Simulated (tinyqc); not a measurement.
Stretching all distances: RHF, UHF, MP2, CISD and CCSD against full CI in the sto-3g basis, for H2O, spin multiplicity 1. Computed by the program tinyqc with PySCF. All coordinates are multiplied by the scale. c0^2 is the weight of the RHF determinant in the lowest singlet FCI state (UHF is spin-contaminated and may lie near states of higher spin) and n(LUMO) the first natural occupation beyond the occupied space.

Geometry (angstrom):
```
atom       x        y       z
O     0.0000   0.0000  0.0000
H     0.0000   0.6720  0.5910
H     0.0000  -0.6720  0.5910
```

Full CI energy (hartree) and errors against it (kcal/mol):
```
scale   distance 1-2 (angstrom)      E(FCI)       RHF      UHF      MP2     CISD     CCSD  <S^2> UHF    c0^2  n(LUMO)
0.9800                   0.8770  -74.970854   25.9391  25.9391   6.8398   0.2725   0.0490     0.0000  0.9807   0.0204
1.2600                   1.1276  -75.009967   48.3006  48.3006  14.6702   1.3321   0.1532     0.0000  0.9464   0.0542
1.5500                   1.3871  -74.918534   85.2326  70.5402  28.0133   5.5250   0.4924     0.7860  0.8663   0.1404
1.8300                   1.6377  -74.831141  135.4059  44.3523  45.3552  15.7984   0.3484     1.5463  0.7298   0.2987
2.1100                   1.8883  -74.776178  196.9973  18.9682  63.1967  32.2012  -4.6895     1.8290  0.5496   0.5162
```

What does the comparison show, and why?

UHF parts from RHF first at scale 1.55 of those listed, where <S^2> leaves zero. The weight c0^2 goes from 0.98 to 0.55 and n(LUMO) from 0.02 to 0.52: static correlation grows as the bonds break into open-shell fragments. The spread of the error along the curve, which distorts its shape, is CCSD 5.2, CISD 31.9, UHF 51.6, MP2 56.4, RHF 171.1 kcal/mol. Below FCI somewhere: CCSD, as non-variational methods may be.
